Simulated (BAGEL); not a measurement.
# Si3H8 (Si(SiH3)2H2): B3LYP/6-31G(d) (density fitting with qzvpp-jkfit, spherical functions)

What is the energy change on altering one bond length of Si3H8 (Si(SiH3)2H2) at B3LYP/6-31G* (density fitting with qzvpp-jkfit, spherical functions)? 

The results are computed with BAGEL 1.2.2.

2 further runs of the same task are left out: 2 set aside as unsound or not needed.

## (1) The system as given

Si3H8: 11 atoms, total charge 0, spin state singlet. As SMILES, `[H][Si]([H])([SiH3])[SiH3]`. The coordinates come from a GFN2-xTB relaxation.

Bond lengths: Si1–Si2 2.315 Å, Si1–Si6 2.315 Å, Si2–H3 1.466 Å, Si2–H4 1.464 Å, Si2–H5 1.466 Å, Si6–H7 1.466 Å, Si6–H8 1.466 Å, Si6–H9 1.465 Å, Si1–H10 1.474 Å, Si1–H11 1.474 Å. Some angles: Si2–Si1–Si6 115.5°, Si1–Si2–H3 111.6°, Si1–Si2–H4 114.6°, Si1–Si2–H5 111.3°, Si2–Si1–H10 109.4°, Si2–Si1–H11 109.5°, Si6–Si1–H10 109.4°, Si6–Si1–H11 109.5°, Si1–Si6–H7 111.5°, Si1–Si6–H8 111.4°.

## (2) The energy at B3LYP/6-31G(d) (density fitting with qzvpp-jkfit, spherical functions)

input.json reads:

```json
{ "bagel": [

{
  "title": "molecule",
  "basis": "6-31gs.json",
  "df_basis": "qzvpp-jkfit",
  "angstrom": "true",
  "geometry": [
    { "atom": "Si", "xyz": [      -0.736800,       0.003350,      -0.522300 ] },
    { "atom": "Si", "xyz": [      -0.862030,      -0.016470,       1.788900 ] },
    { "atom": "H", "xyz": [      -0.286800,      -1.242650,       2.349110 ] },
    { "atom": "H", "xyz": [      -2.220600,       0.081010,       2.326940 ] },
    { "atom": "H", "xyz": [      -0.109270,       1.097380,       2.373740 ] },
    { "atom": "Si", "xyz": [       1.402940,       0.014150,      -1.405390 ] },
    { "atom": "H", "xyz": [       2.140680,      -1.199470,      -1.043110 ] },
    { "atom": "H", "xyz": [       2.187030,       1.142290,      -0.893750 ] },
    { "atom": "H", "xyz": [       1.459060,       0.105200,      -2.866260 ] },
    { "atom": "H", "xyz": [      -1.487810,       1.159150,      -1.043480 ] },
    { "atom": "H", "xyz": [      -1.486400,      -1.143950,      -1.064400 ] }
  ]
},

{
  "title": "ks",
  "xc_func": "b3lyp"
},

{
  "title": "print",
  "file": "orbitals.molden",
  "orbitals": "true"
}

]}
```

The basis set 6-31G* is read from a file made from the Basis Set Exchange's data (not shown).

Started as:

```bash
$ BAGEL_NUM_THREADS=1 BAGEL input.json > input.out
```

Standard output:

```text
* using 1 threads per process

  ===============================================================
  ===============================================================

  *** Geometry ***

  { "atom" : "Si", "xyz" : [     -1.392350,      0.006331,     -0.987004 ] },
  { "atom" : "Si", "xyz" : [     -1.629001,     -0.031124,      3.380531 ] },
  { "atom" : "H", "xyz" : [     -0.541973,     -2.348268,      4.439175 ] },
  { "atom" : "H", "xyz" : [     -4.196326,      0.153087,      4.397279 ] },
  { "atom" : "H", "xyz" : [     -0.206490,      2.073748,      4.485718 ] },
  { "atom" : "Si", "xyz" : [      2.651172,      0.026740,     -2.655802 ] },
  { "atom" : "H", "xyz" : [      4.045299,     -2.266670,     -1.971192 ] },
  { "atom" : "H", "xyz" : [      4.132888,      2.158615,     -1.688943 ] },
  { "atom" : "H", "xyz" : [      2.757224,      0.198799,     -5.416446 ] },
  { "atom" : "H", "xyz" : [     -2.811553,      2.190476,     -1.971891 ] },
  { "atom" : "H", "xyz" : [     -2.808889,     -2.161752,     -2.011424 ] },

  Number of auxiliary basis functions:      528

  Since a DF basis is specified, we compute 2- and 3-index integrals:
    o Being stored without compression. Storage requirement is 0.021 GB

  Number of basis functions:       70
  Number of electrons      :       50

    * METHOD: MOLECULE                             0.86

  *** Kohn-Sham DFT ***

    * Removing 18741 points whose weight is below 1.00e-10
    * Grid points: 145225

  === Nuclear Repulsion ===
   193.9257468405

       - DIIS with orbital gradients will be used.

  === KS iteration (b3lyp / 6-31gs.json) ===
      0       -842.62808292          0.13356100           1.13
      1       -795.55775697          0.12122887           1.12
      2       -829.18352842          0.08026618           0.99
      3       -864.35877207          0.07529587           1.13
      4       -867.83216118          0.06425578           1.13
      5       -871.05220361          0.05571993           1.09
      6       -872.52776182          0.03024887           1.00
      7       -871.72713200          0.04846581           1.02
      8       -873.07048667          0.01755388           1.03
      9       -873.26222794          0.00458561           1.07
     10       -873.27359221          0.00091871           1.03
     11       -873.27418158          0.00012869           1.05
     12       -873.27419257          0.00003982           1.01
     13       -873.27419368          0.00000934           0.87
     14       -873.27419374          0.00000144           1.08
     15       -873.27419374          0.00000032           0.97
     16       -873.27419374          0.00000016           0.98
     17       -873.27419374          0.00000003           1.33
     18       -873.27419374          0.00000001           1.10
    * SCF iteration converged.

    * Permanent dipole moment:
           (    0.044983,    -0.001536,     0.031900) a.u.

    * METHOD: KS                                  22.23

    * METHOD: PRINT                                0.01

  ===============================================================
```

It took 24 s on 1 thread of Intel Xeon at 2.50GHz (Skylake/Cascade Lake), shared host; peak memory 0.51 GiB.

## (3) The distorted shape at the same level

job.json reads:

```json
{ "bagel" : [

{
  "title" : "molecule",
  "basis" : "6-31gs.json",
  "df_basis" : "qzvpp-jkfit",
  "angstrom" : true,
  "geometry" : [
    { "atom" : "Si", "xyz" : [   -0.361996,    0.577007,   -0.251247 ] },
    { "atom" : "Si", "xyz" : [   -0.487226,    0.557187,    2.059953 ] },
    { "atom" : "H", "xyz" : [    0.088004,   -0.668993,    2.620163 ] },
    { "atom" : "H", "xyz" : [   -1.845796,    0.654667,    2.597993 ] },
    { "atom" : "H", "xyz" : [    0.265534,    1.671037,    2.644793 ] },
    { "atom" : "Si", "xyz" : [    1.777744,    0.587807,   -1.134337 ] },
    { "atom" : "H", "xyz" : [    2.515484,   -0.625813,   -0.772057 ] },
    { "atom" : "H", "xyz" : [    2.561834,    1.715947,   -0.622697 ] },
    { "atom" : "H", "xyz" : [    1.833864,    0.678857,   -2.595207 ] },
    { "atom" : "H", "xyz" : [   -1.113006,    1.732807,   -0.772427 ] },
    { "atom" : "H", "xyz" : [   -1.486400,   -1.143950,   -1.064400 ] }
  ]
},
{
  "title" : "ks",
  "xc_func" : "b3lyp"
},
{
  "title" : "print",
  "file" : "orbitals.molden",
  "orbitals" : true
}

]}
```

The basis set 6-31G* is read from a file made from the Basis Set Exchange's data (not shown).

Started as:

```bash
$ BAGEL_NUM_THREADS=1 BAGEL job.json > job.out
```

Standard output:

```text
* using 1 threads per process

  ===============================================================
  ===============================================================

  *** Geometry ***

  { "atom" : "Si", "xyz" : [     -0.684073,      1.090385,     -0.474788 ] },
  { "atom" : "Si", "xyz" : [     -0.920724,      1.052931,      3.892747 ] },
  { "atom" : "H", "xyz" : [      0.166303,     -1.264214,      4.951390 ] },
  { "atom" : "H", "xyz" : [     -3.488049,      1.237141,      4.909495 ] },
  { "atom" : "H", "xyz" : [      0.501787,      3.157802,      4.997934 ] },
  { "atom" : "Si", "xyz" : [      3.359449,      1.110794,     -2.143586 ] },
  { "atom" : "H", "xyz" : [      4.753576,     -1.182615,     -1.458976 ] },
  { "atom" : "H", "xyz" : [      4.841165,      3.242670,     -1.176727 ] },
  { "atom" : "H", "xyz" : [      3.465501,      1.282854,     -4.904230 ] },
  { "atom" : "H", "xyz" : [     -2.103277,      3.274531,     -1.459675 ] },
  { "atom" : "H", "xyz" : [     -2.808889,     -2.161752,     -2.011424 ] },

  Number of auxiliary basis functions:      528

  Since a DF basis is specified, we compute 2- and 3-index integrals:
    o Being stored without compression. Storage requirement is 0.021 GB

  Number of basis functions:       70
  Number of electrons      :       50

    * METHOD: MOLECULE                             0.91

  *** Kohn-Sham DFT ***

    * Removing 18265 points whose weight is below 1.00e-10
    * Grid points: 145701

  === Nuclear Repulsion ===
   191.3882247044

       - DIIS with orbital gradients will be used.

  === KS iteration (b3lyp / 6-31gs.json) ===
      0       -844.74003840          0.12667835           1.46
      1       -801.34770374          0.11148162           1.67
      2       -827.60667937          0.07410810           1.15
      3       -863.99466163          0.08175162           1.27
      4       -869.39227228          0.04945984           1.19
      5       -870.05916073          0.05651106           1.19
      6       -871.56817912          0.04876485           1.09
      7       -867.03183183          0.06701536           0.98
      8       -867.12838552          0.09618655           1.06
      9       -872.91558652          0.01929831           1.33
     10       -873.13971286          0.00920188           1.28
     11       -873.20288393          0.00301938           1.35
     12       -873.20847084          0.00068804           1.20
     13       -873.20879526          0.00012468           1.34
     14       -873.20880532          0.00003832           1.21
     15       -873.20880627          0.00000545           0.99
     16       -873.20880629          0.00000094           1.00
     17       -873.20880629          0.00000044           1.11
     18       -873.20880629          0.00000007           1.07
     19       -873.20880629          0.00000003           1.23
     20       -873.20880629          0.00000001           1.19
    * SCF iteration converged.

    * Permanent dipole moment:
           (   -0.233194,    -0.355840,    -0.168678) a.u.

    * METHOD: KS                                  27.74

    * METHOD: PRINT                                0.02

  ===============================================================
```

Wall time 30 s (1 thread of Intel Xeon at 2.50GHz (Skylake/Cascade Lake), shared host); peak memory 0.51 GiB.

## (4) Summary of results

At B3LYP/6-31G* (density fitting with qzvpp-jkfit, spherical functions):

| quantity | value |
| --- | --- |
| first shape: total energy | -873.27419 Eh |
| first shape: dipole moment | 0.14 D |
| first shape: HOMO energy | -8.06 eV |
| first shape: LUMO energy | -0.26 eV |
| first shape: HOMO–LUMO gap | 7.80 eV |
| distorted shape: total energy | -873.20881 Eh |
| distorted shape: dipole moment | 1.16 D |
| distorted shape: HOMO energy | -7.56 eV |
| distorted shape: LUMO energy | -1.78 eV |
| distorted shape: HOMO–LUMO gap | 5.78 eV |
| energy change with the Si1–H11 bond stretched from 1.474 to 2.211 Å | 1.779 eV |

**Reading.** With the Si1–H11 bond stretched from 1.474 to 2.211 Å the energy rises by 1.78 eV (41 kcal/mol). The first shape isn't relaxed at this level, so the change isn't measured from a minimum.
